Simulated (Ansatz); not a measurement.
Complex (SMILES): Cl (HCl) with Cl (HCl), atoms 1 to 2 the first; geometry from NCB31 set, monomers rigid:
```xyz
4

Cl     1.8608    -0.0654    -0.0001
H      1.7539     1.2110     0.0003
Cl    -1.9253     0.0056    -0.0001
H     -0.6584    -0.1937     0.0025
```

Basis-set convergence of the counterpoise-corrected interaction energy at PBE0 with Ansatz (an electronic-structure program). Cartesian d functions, on some or all atoms, in 6-311G**; all else is spherical. The program fits the integrals of some runs and decomposes those of others, by size. No added dispersion term, no relativity. Functions are those of the species that has most. Reference: the value in aug-cc-pV(5+d)Z, -1.74 kcal/mol. Deviations are taken from unrounded values.

| basis | functions | counterpoise-corrected interaction energy (kcal/mol) | minus reference (kcal/mol) |
|---|---|---|---|
| STO-3G | 20 | -1.75 | -0.02 |
| pcseg-0 | 30 | -2.20 | -0.46 |
| def2-SV(P) | 40 | -2.10 | -0.36 |
| 6-311G** | 66 | -1.47 | 0.27 |
| def2-SVPD | 70 | -1.85 | -0.12 |
| aug-cc-pV(D+d)Z | 82 | -1.72 | 0.02 |
| def2-TZVP | 86 | -1.76 | -0.02 |
| 6-311++G(2d,2p) | 90 | -1.69 | 0.05 |
| cc-pV(T+d)Z | 106 | -1.72 | 0.01 |
| def2-TZVPD | 110 | -1.70 | 0.04 |
| def2-TZVPP | 112 | -1.73 | 0.00 |
| cc-pV(5+d)Z | 310 | -1.74 | 0.00 |
| aug-cc-pV(5+d)Z | 432 | -1.74 | 0.00 |
